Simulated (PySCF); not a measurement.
# C2HF3O (SMILES FC1OC1(F)F): levels of theory compared

Aim: a comparison of 4 runs (HF/def2-SVP, r2SCAN/STO-3G, B3LYP/6-31G*, r2SCAN/6-31+G*) of C2HF3O. 

Program for the calculation: PySCF 2.14.0.

## Step 1: Starting point

C2HF3O: 7 atoms, total charge 0, spin state singlet. As SMILES, `FC1OC1(F)F`. The shape is that of a PBE0-D4/def2-TZVP optimisation.

Bond lengths: F1–C2 1.334 Å, C2–O3 1.424 Å, C2–C4 1.445 Å, O3–C4 1.366 Å, C4–F5 1.322 Å, C4–F6 1.326 Å, C2–H7 1.086 Å. Some angles: F1–C2–O3 115.2°, F1–C2–C4 119.8°, O3–C2–C4 56.8°, C2–O3–C4 62.4°, C2–C4–O3 60.8°, C2–C4–F5 121.9°, C2–C4–F6 123.1°, O3–C4–F5 116.9°, O3–C4–F6 116.4°, F5–C4–F6 109.4°.

## Step 2: Energy and gradient at HF/def2-SVP (run 1)

Input file job.py:

```python
# FC1OC1(F)F
import pyscf.grad
from pyscf import gto, scf

molecule = gto.Mole()
molecule.atom = '''
F   -0.633400  -1.685800   0.231100
C   -0.181400  -0.473900   0.556500
O    1.148600  -0.190200   0.135600
C    0.132100   0.478800  -0.484100
F   -0.069200   0.209600  -1.763100
F    0.091600   1.791700  -0.299600
H   -0.427000  -0.198200   1.577800
'''
molecule.verbose = 3
molecule.spin = 0
molecule.max_memory = 1860
molecule.basis = 'def2-svp'
molecule.build()

calc0 = scf.RHF(molecule)
calc0.conv_tol = 1e-10
calc0.kernel()
if not calc0.converged:
    calc0 = calc0.newton().run(calc0.mo_coeff, calc0.mo_occ)

e_final = calc0.e_tot
print(f'total energy: {e_final:.8f} hartree')
grad = calc0.Gradients().kernel()
dip = calc0.dip_moment()
pop, q = calc0.mulliken_pop()
```

Run with:

```sh
$ OMP_NUM_THREADS=1 python job.py
```

Output:

```text
converged SCF energy = -449.083885063513
total energy: -449.08388506 hartree
--------------- RHF gradients ---------------
         x                y                z
0 F    -0.0070899763    -0.0199240916    -0.0032718931
1 C    -0.0133123931     0.0071932625     0.0110174867
2 O     0.0384273082    -0.0085541593     0.0061235008
3 C    -0.0136390985     0.0008025930     0.0037149389
4 F    -0.0036327083    -0.0045238400    -0.0235043892
5 F     0.0001056212     0.0246598725     0.0020984732
6 H    -0.0008587531     0.0003463630     0.0038218827
----------------------------------------------
Dipole moment(X, Y, Z, Debye): -1.26190,  0.41685,  1.81875
 ** Mulliken pop  **
pop of  0 F 1s            1.99132
pop of  0 F 2s            1.12735
pop of  0 F 3s            0.80470
pop of  0 F 2px           1.16589
pop of  0 F 2py           0.97415
pop of  0 F 2pz           1.19647
pop of  0 F 3px           0.71783
pop of  0 F 3py           0.59722
pop of  0 F 3pz           0.71811
pop of  0 F 3dxy          0.00264
pop of  0 F 3dyz          0.00202
pop of  0 F 3dz^2         0.00129
pop of  0 F 3dxz          0.00036
pop of  0 F 3dx2-y2       0.00294
pop of  1 C 1s            1.98930
pop of  1 C 2s            0.88911
pop of  1 C 3s            0.16676
pop of  1 C 2px           0.56402
pop of  1 C 2py           0.58946
pop of  1 C 2pz           0.76432
pop of  1 C 3px           0.11968
pop of  1 C 3py           0.10778
pop of  1 C 3pz           0.22129
pop of  1 C 3dxy          0.02690
pop of  1 C 3dyz          0.02660
pop of  1 C 3dz^2         0.02275
pop of  1 C 3dxz          0.01642
pop of  1 C 3dx2-y2       0.03768
pop of  2 O 1s            1.99101
pop of  2 O 2s            1.08660
pop of  2 O 3s            0.77583
pop of  2 O 2px           0.85087
pop of  2 O 2py           0.98165
pop of  2 O 2pz           0.97310
pop of  2 O 3px           0.48529
pop of  2 O 3py           0.63950
pop of  2 O 3pz           0.62975
pop of  2 O 3dxy          0.00713
pop of  2 O 3dyz          0.00161
pop of  2 O 3dz^2         0.00241
pop of  2 O 3dxz          0.00743
pop of  2 O 3dx2-y2       0.00609
pop of  3 C 1s            1.98912
pop of  3 C 2s            0.87106
pop of  3 C 3s            0.03699
pop of  3 C 2px           0.68716
pop of  3 C 2py           0.57967
pop of  3 C 2pz           0.60030
pop of  3 C 3px           0.13784
pop of  3 C 3py           0.06452
pop of  3 C 3pz           0.08379
pop of  3 C 3dxy          0.03461
pop of  3 C 3dyz          0.04352
pop of  3 C 3dz^2         0.05094
pop of  3 C 3dxz          0.03558
pop of  3 C 3dx2-y2       0.03869
pop of  4 F 1s            1.99129
pop of  4 F 2s            1.12977
pop of  4 F 3s            0.79658
pop of  4 F 2px           1.19819
pop of  4 F 2py           1.19617
pop of  4 F 2pz           0.94556
pop of  4 F 3px           0.72715
pop of  4 F 3py           0.71505
pop of  4 F 3pz           0.56325
pop of  4 F 3dxy          0.00014
pop of  4 F 3dyz          0.00205
pop of  4 F 3dz^2         0.00531
pop of  4 F 3dxz          0.00208
pop of  4 F 3dx2-y2       0.00012
pop of  5 F 1s            1.99129
pop of  5 F 2s            1.12914
pop of  5 F 3s            0.79648
pop of  5 F 2px           1.20318
pop of  5 F 2py           0.93618
pop of  5 F 2pz           1.20043
pop of  5 F 3px           0.73273
pop of  5 F 3py           0.55981
pop of  5 F 3pz           0.72215
pop of  5 F 3dxy          0.00183
pop of  5 F 3dyz          0.00181
pop of  5 F 3dz^2         0.00145
pop of  5 F 3dxz          0.00005
pop of  5 F 3dx2-y2       0.00436
pop of  6 H 1s            0.75830
pop of  6 H 2s            0.12625
pop of  6 H 2px           0.00333
pop of  6 H 2py           0.00301
pop of  6 H 2pz           0.01903
 ** Mulliken atomic charges  **
charge of    0F =     -0.30232
charge of    1C =      0.45790
charge of    2O =     -0.43827
charge of    3C =      0.74621
charge of    4F =     -0.27272
charge of    5F =     -0.28089
charge of    6H =      0.09008
```

Run time: 14 s. Hardware: 1 thread of Intel Xeon at 2.50GHz (Skylake/Cascade Lake), shared host; peak memory 0.18 GiB.

## Step 3: Energy and gradient at r2SCAN/STO-3G (run 2)

Input file input.py:

```python
# FC1OC1(F)F
from pyscf import gto, dft

molecule = gto.Mole()
molecule.atom = '''
F     -0.633400    -1.685800     0.231100
C     -0.181400    -0.473900     0.556500
O      1.148600    -0.190200     0.135600
C      0.132100     0.478800    -0.484100
F     -0.069200     0.209600    -1.763100
F      0.091600     1.791700    -0.299600
H     -0.427000    -0.198200     1.577800
'''
molecule.basis = 'sto-3g'
molecule.max_memory = 1860
molecule.verbose = 4
molecule.charge = 0
molecule.build()

ks = dft.RKS(molecule, xc='r2scan')
ks.conv_tol = 1e-10
ks.grids.level = 5
ks.kernel()
if not ks.converged:
    ks = ks.newton().run(ks.mo_coeff, ks.mo_occ)

etot = ks.e_tot
print('Final energy', etot)
grad = ks.nuc_grad_method().kernel()
dip = ks.dip_moment()
pop, q = ks.mulliken_pop()
```

Run with:

```sh
$ OMP_NUM_THREADS=1 python input.py
```

Output:

```text
PySCF version 2.14.0

[... 78 lines left out ...]
converged SCF energy = -445.035291353704
Final energy -445.0352913537036
[... 14 lines left out ...]
Dipole moment(X, Y, Z, Debye): -0.76698,  0.25752,  0.56615
 ** Mulliken pop  **
pop of  0 F 1s            1.99892
pop of  0 F 2s            1.95046
pop of  0 F 2px           1.82176
pop of  0 F 2py           1.40519
pop of  0 F 2pz           1.90231
pop of  1 C 1s            1.99087
pop of  1 C 2s            1.15642
pop of  1 C 2px           0.90330
pop of  1 C 2py           0.84725
pop of  1 C 2pz           1.02613
pop of  2 O 1s            1.99807
pop of  2 O 2s            1.91322
pop of  2 O 2px           1.24473
pop of  2 O 2py           1.53817
pop of  2 O 2pz           1.51145
pop of  3 C 1s            1.99101
pop of  3 C 2s            1.08014
pop of  3 C 2px           1.01847
pop of  3 C 2py           0.80267
pop of  3 C 2pz           0.82187
pop of  4 F 1s            1.99889
pop of  4 F 2s            1.94941
pop of  4 F 2px           1.88705
pop of  4 F 2py           1.89153
pop of  4 F 2pz           1.35810
pop of  5 F 1s            1.99890
pop of  5 F 2s            1.94967
pop of  5 F 2px           1.89882
pop of  5 F 2py           1.33568
pop of  5 F 2pz           1.90500
pop of  6 H 1s            0.90453
 ** Mulliken atomic charges  **
charge of    0F =     -0.07865
charge of    1C =      0.07602
charge of    2O =     -0.20564
charge of    3C =      0.28584
charge of    4F =     -0.08498
charge of    5F =     -0.08807
charge of    6H =      0.09547
```

Run time: 29 s. Hardware: 1 thread of Intel Xeon at 2.50GHz (Skylake/Cascade Lake), shared host; peak memory 0.38 GiB.

## Step 4: Energy and forces at B3LYP/6-31G(d) (Cartesian functions) (run 3)

Input file job.py:

```python
from pyscf import gto, dft

system = gto.M(
    atom='''
F   -0.633400  -1.685800   0.231100
C   -0.181400  -0.473900   0.556500
O    1.148600  -0.190200   0.135600
C    0.132100   0.478800  -0.484100
F   -0.069200   0.209600  -1.763100
F    0.091600   1.791700  -0.299600
H   -0.427000  -0.198200   1.577800
''',
    basis='6-31g*',
    verbose=4,
    charge=0,
    cart=True,
    max_memory=1860,
)

calc0 = dft.RKS(system)
calc0.xc = 'b3lyp'
calc0.conv_tol = 1e-10
calc0.grids.level = 5
calc0.kernel()
if not calc0.converged:
    calc0 = calc0.newton().run(calc0.mo_coeff, calc0.mo_occ)

energy = calc0.e_tot
print(f'total energy: {energy:.8f} hartree')
grad = calc0.nuc_grad_method().kernel()
calc0.analyze()
```

Run with:

```sh
$ OMP_NUM_THREADS=1 python job.py
```

Output:

```text
PySCF version 2.14.0

[... 78 lines left out ...]
converged SCF energy = -451.499834539778
[... 25 lines left out ...]
MO #2   energy= -24.7404700897679  occ= 2
[... 8 lines left out ...]
MO #11  energy= -0.720430866694291 occ= 2
[... 8 lines left out ...]
MO #20  energy= -0.439488294871714 occ= 2
[... 8 lines left out ...]
MO #29  energy= 0.173952538925333  occ= 0
[... 8 lines left out ...]
MO #38  energy= 0.712191185698411  occ= 0
[... 8 lines left out ...]
MO #47  energy= 1.24101441419268   occ= 0
[... 8 lines left out ...]
MO #56  energy= 1.49817157696057   occ= 0
[... 8 lines left out ...]
MO #65  energy= 1.86227539153039   occ= 0
[... 8 lines left out ...]
MO #74  energy= 2.26714102796279   occ= 0
[... 8 lines left out ...]
MO #83  energy= 2.95551468799961   occ= 0
[... 8 lines left out ...]
MO #92  energy= 5.15324035669212   occ= 0
[... 63 lines left out ...]
pop of  4  F 2s           1.82680
pop of  4  F 3s           0.00453
pop of  4  F 2px          1.92021
pop of  4  F 2py          1.91646
pop of  4  F 2pz          1.55923
pop of  4  F 3px          0.00162
pop of  4  F 3py          0.00232
pop of  4  F 3pz          0.00154
pop of  4  F 3dxx         0.00116
pop of  4  F 3dxy         0.00025
pop of  4  F 3dxz         0.00219
pop of  4  F 3dyy         0.00109
pop of  4  F 3dyz         0.00265
pop of  4  F 3dzz         0.00280
pop of  5  F 1s           1.99997
pop of  5  F 2s           1.82851
pop of  5  F 3s           0.00450
pop of  5  F 2px          1.92922
pop of  5  F 2py          1.54547
pop of  5  F 2pz          1.92702
pop of  5  F 3px          0.00155
pop of  5  F 3py          0.00144
pop of  5  F 3pz          0.00209
pop of  5  F 3dxx         0.00120
pop of  5  F 3dxy         0.00195
pop of  5  F 3dxz         0.00012
pop of  5  F 3dyy         0.00305
pop of  5  F 3dyz         0.00241
pop of  5  F 3dzz         0.00111
pop of  6  H 1s           0.85749
pop of  6  H 2s           0.01221
 ** Mulliken atomic charges  **
charge of    0F =     -0.25377
charge of    1C =      0.31871
charge of    2O =     -0.35594
charge of    3C =      0.65316
charge of    4F =     -0.24284
charge of    5F =     -0.24962
charge of    6H =      0.13030
Dipole moment(X, Y, Z, Debye): -1.00536,  0.29856,  1.33487
```

Wall time 58 s (1 thread of Intel Xeon at 2.50GHz (Skylake/Cascade Lake), shared host); peak memory 0.91 GiB.

## Step 5: Energy and gradient at r2SCAN/6-31+G(d) (spherical functions) (run 4)

Input file run.py:

```python
# FC1OC1(F)F
from pyscf import gto, dft

mol = gto.M(
    atom='''
F     -0.633400    -1.685800     0.231100
C     -0.181400    -0.473900     0.556500
O      1.148600    -0.190200     0.135600
C      0.132100     0.478800    -0.484100
F     -0.069200     0.209600    -1.763100
F      0.091600     1.791700    -0.299600
H     -0.427000    -0.198200     1.577800
''',
    basis='6-31+g*',
    max_memory=1860,
    verbose=3,
)

myscf = dft.RKS(mol)
myscf.xc = 'r2scan'
myscf.conv_tol = 1e-10
myscf.grids.level = 5
myscf.kernel()
if not myscf.converged:
    myscf = myscf.newton().run(myscf.mo_coeff, myscf.mo_occ)

energy = myscf.e_tot
print(f'total energy: {energy:.8f} hartree')
grad = myscf.nuc_grad_method().kernel()
dip = myscf.dip_moment()
pop, q = myscf.mulliken_pop()
```

Run with:

```sh
$ OMP_NUM_THREADS=1 python run.py
```

Output:

```text
converged SCF energy = -451.329360615715
total energy: -451.32936062 hartree
[... 10 lines left out ...]
Dipole moment(X, Y, Z, Debye): -0.93525,  0.31519,  1.57946
[... 79 lines left out ...]
pop of  4 F 2pz           0.94801
pop of  4 F 3px           0.68519
pop of  4 F 3py           0.68161
pop of  4 F 3pz           0.51283
pop of  4 F 4px           0.04708
pop of  4 F 4py           0.04606
pop of  4 F 4pz           0.00411
pop of  4 F 3dxy          0.00048
pop of  4 F 3dyz          0.00448
pop of  4 F 3dz^2         0.00767
pop of  4 F 3dxz          0.00513
pop of  4 F 3dx2-y2       0.00042
pop of  5 F 1s            1.99734
pop of  5 F 2s            0.94401
pop of  5 F 3s            1.04301
pop of  5 F 4s           -0.00231
pop of  5 F 2px           1.18134
pop of  5 F 2py           0.93993
pop of  5 F 2pz           1.18237
pop of  5 F 3px           0.69069
pop of  5 F 3py           0.50877
pop of  5 F 3pz           0.68714
pop of  5 F 4px           0.04758
pop of  5 F 4py           0.00375
pop of  5 F 4pz           0.04736
pop of  5 F 3dxy          0.00497
pop of  5 F 3dyz          0.00442
pop of  5 F 3dz^2         0.00219
pop of  5 F 3dxz          0.00026
pop of  5 F 3dx2-y2       0.00601
pop of  6 H 1s            0.52722
pop of  6 H 2s            0.24204
 ** Mulliken atomic charges  **
charge of    0F =     -0.27545
charge of    1C =      0.24418
charge of    2O =     -0.35239
charge of    3C =      0.72670
charge of    4F =     -0.28493
charge of    5F =     -0.28884
charge of    6H =      0.23073
```

Run time: 2.2 min. Hardware: 1 thread of Intel Xeon at 2.50GHz (Skylake/Cascade Lake), shared host; peak memory 1.1 GiB.

## Step 6: All runs side by side

```csv
run,level,integration grid,Cartesian functions,energy (Eh),dipole moment (D),HOMO energy (eV),LUMO energy (eV),wall time
1,HF/def2-SVP,–,no,-449.083885,2.25,-13.71,5.10,14 s
2,r2SCAN/STO-3G,5,no,-445.035291,0.99,-3.49,5.72,29 s
3,B3LYP/6-31G* (Cartesian functions),5,yes,-451.499835,1.70,-8.80,2.52,58 s
4,r2SCAN/6-31+G* (spherical functions),5,no,-451.329361,1.86,-8.30,0.52,2.2 min
```

## Step 7: Results

| quantity | value |
| --- | --- |
| run 4: total energy | -451.32936 Eh |
| run 4: dipole moment | 1.86 D |
| run 4: HOMO energy | -8.30 eV |
| run 4: LUMO energy | 0.52 eV |
| run 4: HOMO–LUMO gap | 8.82 eV |
| run 4: largest force on an atom | 0.971 eV/Å |

In words: The dipole moment (its size) runs from 0.99 D (r2SCAN/STO-3G) to 2.25 D (HF/def2-SVP). The two ends differ in method and basis. The HOMO–LUMO gap runs from 8.82 eV (r2SCAN/6-31+G*) to 18.81 eV (HF/def2-SVP). Totals of different functionals can't be ranked against each other. In run 2 the basis is minimal, so the values are rough. All runs together took 3.9 min, the longest 2.2 min.
